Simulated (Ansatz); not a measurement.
Results of the Gaussian-basis code of Ansatz.

C4H8S, SMILES `C=C(S)CC` at its PBE0-D4/def2-TZVP geometry, where that method's forces vanish. Charge 0, multiplicity 1.

| atom | x (Å) | y (Å) | z (Å) |
| --- | --- | --- | --- |
| C1 | -1.201 | -1.451 | -0.712 |
| C2 | -0.123 | -0.683 | -0.582 |
| S3 | 0.816 | -0.275 | -2.020 |
| C4 | 0.299 | -0.069 | 0.719 |
| C5 | 0.155 | 1.447 | 0.760 |
| H6 | -1.482 | -1.895 | -1.660 |
| H7 | -1.840 | -1.644 | 0.142 |
| H8 | 1.985 | -0.066 | -1.394 |
| H9 | -0.299 | -0.522 | 1.514 |
| H10 | 1.342 | -0.343 | 0.919 |
| H11 | 0.474 | 1.836 | 1.729 |
| H12 | -0.884 | 1.740 | 0.599 |
| H13 | 0.758 | 1.926 | -0.013 |

(1) For each bond, give half the difference of the two atoms' forces along it (eV/Å; positive pushes the atoms apart) under PBE-D4, r2SCAN-D4, B3LYP-D4, ωB97M-V in def2-TZVPP. (An estimate is asked.)

Answers

(1) The calculation gave: 
```tsv
bond	length (Å)	PBE-D4	r2SCAN-D4	B3LYP-D4	ωB97M-V
C1–C2	1.330	0.42	0.20	0.00	-0.16
C1–H6	1.083	-0.01	-0.09	-0.07	-0.02
C1–H7	1.084	0.01	-0.08	-0.09	-0.04
C2–S3	1.765	0.05	0.07	0.20	0.17
C2–C4	1.499	-0.14	-0.02	0.07	0.16
S3–H8	1.343	0.26	0.01	-0.03	-0.10
C4–C5	1.523	0.02	0.13	0.21	0.16
C4–H9	1.094	0.12	-0.04	-0.11	-0.13
C4–H10	1.097	0.11	-0.04	-0.10	-0.12
C5–H11	1.092	0.09	-0.04	-0.08	-0.07
C5–H12	1.092	0.11	-0.03	-0.06	-0.07
C5–H13	1.091	0.11	-0.04	-0.08	-0.08
```

B3LYP here is the variant with VWN-RPA as its local correlation; programs differ in this.
